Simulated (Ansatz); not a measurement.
**How methods differ on AlO (oxoaluminum)**

AlO: 2 atoms, total charge 0, spin state doublet. As SMILES, `[O]=[Al]`. Geometry: a GFN2-xTB relaxation, a rough one for these elements and not checked as a minimum.

```jsonl
{"atom": "O", "x (Å)": "0.0000", "y (Å)": "0.0000", "z (Å)": "0.0000"}
{"atom": "Al", "x (Å)": "0.0000", "y (Å)": "0.0000", "z (Å)": "1.5700"}
```

Each level gives the energy change with the O1–Al2 bond stretched from 1.570 to 2.025 Å (eV). The values are calculated.

```tsv
level	kind	program	value (eV)	CPU time (all runs)
UHF/6-31G	Hartree–Fock	Ansatz	-0.75	0.79 s
U-revPBE/6-31G	GGA	Ansatz	0.38	4.6 s
U-r2SCAN0/6-31G	hybrid meta-GGA	Ansatz	0.14	8.5 s
U-wB97M-V/6-31G	range-separated hybrid	Ansatz	0.01	27 s
UMP2/6-31G	perturbation theory	Ansatz	-0.77	1.4 s
UCCSD(T)/6-31G	coupled cluster or CI	Ansatz	0.07	2 s
UCCSD/6-31G	coupled cluster or CI	Ansatz	0.00	1.8 s
UCCSDT(Q)/6-31G	coupled cluster or CI	Ansatz	0.27	5.4 s
```

The first shape isn't each level's own minimum. The values span -0.77 to 0.38 eV. Spin contamination of the reference (⟨S²⟩ at least 0.1 too high) touches UHF/6-31G, UMP2/6-31G, UCCSD(T)/6-31G, UCCSD/6-31G, UCCSDT(Q)/6-31G. The coupled-cluster rows rest on a doubtful reference here (large T1 or Brueckner and Hartree–Fock orbitals at odds), and rows may lie in different states. All rows use very small basis sets, so none should be taken for the real molecule's value. Times are those of the runs behind each value, whatever else they computed, on shared processors of several kinds: orders of magnitude only.
